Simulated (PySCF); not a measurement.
CH3NO.
Geometry (PBE0-D3(BJ)/def2-SVP, Å), atoms numbered from 1 in this order:
```
atom  x, y, z in Å
N1    -0.5877   -0.3376    0.1427
C2     0.5682    0.3133   -0.1307
O3     1.5991   -0.2111   -0.4734
H4    -0.6223   -1.3455    0.0495
H5    -1.4237    0.1612    0.4105
H6     0.4664    1.4197    0.0015
```

The species is `NC=O` (CH3NO).

Computed at B3LYP/pcJ-1 (PySCF, non-relativistic), with Q(14N) = 0.02044 b, Q(17O) = −0.0256 b: N1, 14N (I = 1): χzz = -4.681 MHz, η = 0.035; O3, 17O (I = 5/2): χzz = 9.636 MHz, η = 0.095.

(1) Where would the pure quadrupole (NQR) lines of 14N at N1 fall for the rigid, isolated species?

(2) Where would the pure quadrupole (NQR) lines of 17O at O3 fall for the rigid, isolated species?

Answers

(1) From ν± = (3/4)|χ|(1 ± η/3) and ν0 = |χ|η/2: ν+ 3.552 MHz, ν− 3.470 MHz, ν0 0.081 MHz (amide nitrogen).

(2) From the eigenvalues of H = χ/[4I(2I − 1)] × [3Iz² − I(I + 1) + η(Ix² − Iy²)], steps between neighbouring levels, labelled as for η = 0: ±1/2↔±3/2 1.460 MHz, ±3/2↔±5/2 2.886 MHz (amide oxygen).

In a crystal, neighbours and librations shift these lines. A larger basis could move these couplings by a tenth or more.
